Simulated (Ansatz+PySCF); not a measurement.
The numbers below are computed, except where a source is named.
## Ansatz (development build ahead of 0.2.0) run

```yaml
crystal:
  periodic: [false, false, false]
  atoms:
    - { symbol: Li, position_ang: [0.0, 0.0, -0.39946] }
    - { symbol: H, position_ang: [0.0, 0.0, 1.19838] }
    - { symbol: H, position_ang: [29.49903, 0.15675, -0.64058] }
    - { symbol: F, position_ang: [30.05566, -0.01742, 0.07118] }
basis:
  gaussian: { orbitals: cc-pVDZ }
magnetization:
  spin_polarized: true
hamiltonian:
  xc: r2scan
scf:
  omitted_lower_state_checks: [stability, starts, atomic_configurations, cluster_reference, orbital_swaps, given_window_search, neighbouring_geometries, increment]
```

The input is written out in the form of the current development build from the run's settings.

Output:

```yaml
Converged: yes
Total_energy: -108.45785 hartree
```
